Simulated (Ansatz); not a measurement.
# CH2MgO: the cost of one run

Program: Ansatz 0.2.0. Level of theory: RKS PBE0-D4/def2-TZVP. These are calculated values, not measurements.

**1. The starting structure**

SMILES `C=O`, 4 atoms, charge 0, spin multiplicity 1.

Atoms are counted from 1 here; the program's logs count them from 0.

Bond lengths: C1–O2 1.208 Å, C1–H3 1.133 Å, C1–H4 1.133 Å. Angles: O2–C1–H3 122.7°, O2–C1–H4 122.7°, H3–C1–H4 114.6°.

Coordinates:

```xyz
4
charge 0, multiplicity 1
C     0.00200    0.00189    0.00305
O     0.70560    0.55417    0.81512
H    -0.55680    0.56425   -0.80594
H    -0.15080   -1.12032   -0.01222
```

**4. Plan of the scan**

The probe is moved over the molecule's main plane (x and y are the axes of that plane, centred on the molecule).

- x of the probe's Mg atom: 15 values from −4.69 to 4.69 Å
- y of the probe's Mg atom: 13 values from −4.02 to 4.02 Å

Nothing else is relaxed (molecule and probe rigid). Energies count from molecule and probe far apart, each relaxed in its own basis (no counterpoise correction). Points are written as (first, second).

The probe Mg2+ moves over a plane: the molecule's main plane. The molecule is turned into the frame of its main axes, as the inputs below show.

(The set-up runs are not shown.)

**5. Grid point (2.68 Å, −1.34 Å)**

input.yaml

```yaml
crystal:
  periodic: [false, false, false]
  atoms:
    - { symbol: C, position_ang: [-0.004867, -1.0e-06, 0.0] }
    - { symbol: O, position_ang: [1.190504, -1.9e-05, 0.0] }
    - { symbol: H, position_ang: [-0.5928, 0.940015, 0.0] }
    - { symbol: H, position_ang: [-0.592837, -0.939994, 0.0] }
    - { symbol: Mg, position_ang: [2.68, -1.34, 0.0] }
total_charge: 2
basis:
  gaussian: { orbitals: def2-TZVP }
hamiltonian:
  xc: pbe0
  dispersion: d4
output:
  forces: true
```

Started as:

```console
> ansatz run input.yaml --threads 1 --pin off --max-ram 2560MiB --backend cpu --events-out ev --progress --plain --runs-dir out
```

**Question.** How long does this run take on 1 thread of Intel Xeon Platinum 8259CL at 2.50GHz (Skylake/Cascade Lake), shared host, and how much memory does it need?

About 2.5 s, with a peak of 0.17 GiB.
